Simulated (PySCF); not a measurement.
**HCl⁺: a base run and its variants**

Base input, run as `python input.py` with PySCF 2.14:

```python
from pyscf import gto, dft

mol = gto.M(
    atom='H 0 0 0; Cl 0 0 1.39',
    basis='pcseg-2',
    charge=1,
    spin=1,
    verbose=4,
)
mf = dft.UKS(mol, xc='mn15l')
mf.kernel()
mf.stability(internal=True, external=True)
mf.dip_moment()
print('orbital energies (hartree):', [e[max(0, n-3):n+3].round(4) for e, n in zip(mf.mo_energy, mol.nelec)])
```

Base result: E(SCF) = -460.308948 Eh, 9 cycles, ⟨S²⟩ = 0.758, internal stable; real -> complex stable. The bond length is a typed value, not an optimised one. The dipole of an ion depends on the origin. No search for the lowest solution was made.

Wall time 24 s on one thread of a shared host.

Each row names what differs from the base; energies in brackets are changes from the base.

| change | result |
| --- | --- |
| charge: 1 → 2; spin (2S): 1 → 2 [another spin of the ion may lie lower] [a high spin state] | E(SCF) = -459.473815 Eh (+22.7251 eV), 9 cycles, ⟨S²⟩ = 2.014, internal stable; real -> complex stable |
| integration grid: default → (50, 194) | E(SCF) = -460.308729 Eh (+0.0060 eV), 9 cycles, ⟨S²⟩ = 0.758, internal unstable; real -> complex stable |
| step after the SCF: stability → optimize | E(SCF) = -460.308948 Eh (+0.0000 eV), 9 cycles, ⟨S²⟩ = 0.758, all at the start geometry; optimised bond 1.321 Å with E = -460.310971 Eh after 3 steps |
| initial guess: minao → sap | E(SCF) = -460.308948 Eh (+0.0000 eV), 9 cycles, ⟨S²⟩ = 0.758, internal stable; real -> complex stable |
| density fitting: none → def2-universal-jkfit | E(SCF) = -460.308973 Eh (-0.0007 eV), 9 cycles, ⟨S²⟩ = 0.758, internal stable; real -> complex stable |
| PCM solvent, dielectric constant: none → 78.36; step after the SCF: stability → analyze | E(SCF) = -460.437209 Eh (-3.4902 eV), 8 cycles, ⟨S²⟩ = 0.758 |

**Question.** Order these changes by how far they move the SCF energy from the base, largest first: (1) PCM solvent, dielectric constant: none → 78.36; step after the SCF: stability → analyze; (2) density fitting: none → def2-universal-jkfit; (3) initial guess: minao → sap; (4) integration grid: default → (50, 194).

**Answer.** (1) -3.4902 eV, (4) +0.0060 eV, (2) -0.0007 eV, (3) +0.0000 eV.
